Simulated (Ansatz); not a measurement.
Born–Oppenheimer molecular dynamics of CH₄BCl (7 atoms, charge 0, multiplicity 1). It starts from a relaxed structure.

Computed with Ansatz 0.2.0, RKS BLYP-D4/6-31G*.

```
ensemble        : NVT, Langevin thermostat
time step       : 0.5 fs
steps asked     : 100
set temperature : 1500 K
friction        : 0.001 /fs
seed            : 435331
```

Frames 2.5 fs apart, positions in Å, forces in eV/Å.

Velocities at 20.0 fs (Å/ps):

```
B 3.96 -1.08 -10.29
C -14.32 14.75 4.92
H 4.55 29.97 -11.04
H -21.14 13.06 -13.43
H 15.38 -1.33 3.64
Cl 1.71 -5.82 3.18
H 31.13 -20.01 11.66
```

```xyz
7
Properties=species:S:1:pos:R:3:forces:R:3 time_fs=20.0 energy_less_start_eV=0.529 T=686
B 0.135 0.046 0.017 -1.51 0.90 0.56
C -0.204 0.253 1.566 1.56 -0.04 1.94
H -1.209 0.120 1.996 -0.60 -0.26 -1.07
H 0.382 -0.230 2.387 0.40 -0.31 -0.69
H -0.032 1.321 1.879 0.07 -0.06 -0.83
Cl 1.527 -0.558 -0.925 -0.33 0.07 0.73
H -0.788 0.545 -0.588 0.41 -0.30 -0.64
7
Properties=species:S:1:pos:R:3:forces:R:3 time_fs=22.5 energy_less_start_eV=0.610 T=630
B 0.143 0.044 -0.004 -0.45 0.34 2.31
C -0.234 0.291 1.582 2.37 -0.34 -0.65
H -1.231 0.190 1.940 -1.62 -0.34 -0.46
H 0.347 -0.207 2.339 0.79 -0.93 0.42
H 0.004 1.323 1.861 0.12 0.79 -0.51
Cl 1.531 -0.572 -0.915 -0.08 -0.02 0.63
H -0.719 0.493 -0.588 -1.13 0.49 -1.74
7
Properties=species:S:1:pos:R:3:forces:R:3 time_fs=25.0 energy_less_start_eV=0.426 T=760
B 0.146 0.046 -0.011 -1.17 0.72 1.85
C -0.251 0.329 1.593 1.16 -0.73 -1.23
H -1.332 0.245 1.851 0.41 -0.12 -0.46
H 0.353 -0.229 2.307 0.08 -0.51 0.39
H 0.043 1.364 1.806 -0.05 0.54 -0.20
Cl 1.534 -0.586 -0.907 0.09 -0.08 0.64
H -0.711 0.466 -0.679 -0.53 0.17 -0.98
7
Properties=species:S:1:pos:R:3:forces:R:3 time_fs=27.5 energy_less_start_eV=0.501 T=681
B 0.142 0.050 -0.008 -2.26 1.21 0.14
C -0.258 0.361 1.597 0.92 -0.68 -1.29
H -1.409 0.307 1.746 1.78 -0.06 -0.10
H 0.367 -0.280 2.299 -0.96 0.61 -0.32
H 0.079 1.433 1.737 -0.36 -0.61 0.04
Cl 1.538 -0.601 -0.896 0.12 -0.07 0.78
H -0.731 0.452 -0.831 0.77 -0.40 0.75
7
Properties=species:S:1:pos:R:3:forces:R:3 time_fs=30.0 energy_less_start_eV=0.568 T=571
B 0.127 0.062 -0.004 -1.88 0.93 -0.84
C -0.259 0.388 1.593 1.35 -0.41 -2.16
H -1.388 0.368 1.640 1.02 -0.14 0.42
H 0.336 -0.298 2.277 -0.96 0.86 -0.23
H 0.098 1.470 1.671 -0.36 -0.92 0.33
Cl 1.543 -0.614 -0.885 0.00 0.01 0.97
H -0.711 0.414 -0.938 0.84 -0.33 1.51
7
Properties=species:S:1:pos:R:3:forces:R:3 time_fs=32.5 energy_less_start_eV=0.495 T=655
B 0.101 0.082 -0.004 -0.46 0.17 -0.72
C -0.254 0.408 1.578 2.03 0.09 -3.44
H -1.311 0.418 1.561 -1.56 -0.15 0.64
H 0.247 -0.273 2.244 0.12 -0.12 0.81
H 0.094 1.465 1.625 0.03 -0.22 0.55
Cl 1.546 -0.627 -0.872 -0.15 0.11 1.10
H -0.644 0.362 -0.953 -0.02 0.11 1.05
7
Properties=species:S:1:pos:R:3:forces:R:3 time_fs=35.0 energy_less_start_eV=0.507 T=660
B 0.069 0.101 -0.007 1.76 -0.82 0.69
C -0.241 0.427 1.546 0.33 -0.10 -3.34
H -1.313 0.460 1.517 -1.09 -0.04 0.60
H 0.158 -0.254 2.253 0.60 -0.53 1.07
H 0.090 1.461 1.613 0.37 0.52 0.62
Cl 1.550 -0.640 -0.858 -0.35 0.23 1.16
H -0.583 0.317 -0.912 -1.62 0.74 -0.81
7
Properties=species:S:1:pos:R:3:forces:R:3 time_fs=37.5 energy_less_start_eV=0.423 T=727
B 0.048 0.118 -0.007 2.23 -1.16 -0.01
C -0.230 0.445 1.497 -1.43 -0.61 -0.43
H -1.374 0.502 1.506 1.01 0.01 0.36
H 0.093 -0.258 2.310 0.15 0.58 -0.58
H 0.110 1.481 1.647 0.19 0.09 0.37
Cl 1.553 -0.654 -0.841 -0.62 0.39 1.18
H -0.609 0.312 -0.912 -1.54 0.70 -0.89
7
Properties=species:S:1:pos:R:3:forces:R:3 time_fs=40.0 energy_less_start_eV=0.433 T=753
B 0.039 0.128 -0.009 1.00 -0.91 -2.75
C -0.228 0.460 1.448 -1.53 0.20 2.46
H -1.379 0.542 1.518 1.24 0.10 -0.02
H 0.036 -0.230 2.339 0.21 0.75 -1.45
H 0.146 1.503 1.711 -0.18 -0.81 -0.26
Cl 1.554 -0.668 -0.823 -0.93 0.55 1.14
H -0.718 0.347 -0.958 0.19 0.12 0.88
7
Properties=species:S:1:pos:R:3:forces:R:3 time_fs=42.5 energy_less_start_eV=0.495 T=663
B 0.036 0.131 -0.025 0.31 -0.69 -3.70
C -0.230 0.477 1.409 -0.45 1.08 3.02
H -1.317 0.593 1.525 -0.33 0.27 -0.23
H -0.011 -0.160 2.298 0.64 -0.32 -0.71
H 0.177 1.487 1.763 -0.17 -0.74 -0.76
Cl 1.555 -0.682 -0.804 -1.16 0.67 1.03
H -0.823 0.385 -0.964 1.15 -0.27 1.35
7
Properties=species:S:1:pos:R:3:forces:R:3 time_fs=45.0 energy_less_start_eV=0.469 T=668
B 0.035 0.128 -0.061 0.22 -0.43 -2.26
C -0.237 0.497 1.385 0.40 1.14 1.12
H -1.279 0.659 1.520 -1.61 0.39 -0.21
H -0.023 -0.111 2.223 0.92 -1.73 0.81
H 0.203 1.435 1.782 0.26 0.29 -0.72
Cl 1.554 -0.694 -0.785 -1.24 0.70 0.81
H -0.869 0.406 -0.888 1.05 -0.36 0.45
7
Properties=species:S:1:pos:R:3:forces:R:3 time_fs=47.5 energy_less_start_eV=0.334 T=791
B 0.034 0.122 -0.108 1.15 -0.38 0.55
C -0.243 0.523 1.370 -0.44 -0.46 0.72
H -1.316 0.740 1.508 -0.08 -0.02 -0.17
H 0.017 -0.160 2.179 0.23 -0.89 0.04
H 0.250 1.397 1.760 0.68 1.14 -0.26
Cl 1.549 -0.703 -0.767 -1.16 0.64 0.54
H -0.860 0.398 -0.791 -0.38 -0.04 -1.41
```

Of the whole run (50 fs, mean temperature of the second half 695 K): The mean temperature of the second half is 54 % below the set value. A run of 0.05 ps of so small a system gives no equilibrium averages.

Run time: 2.1 min on 1 thread of Arm Neoverse V1, on a shared host, peak memory 0.097 GiB.
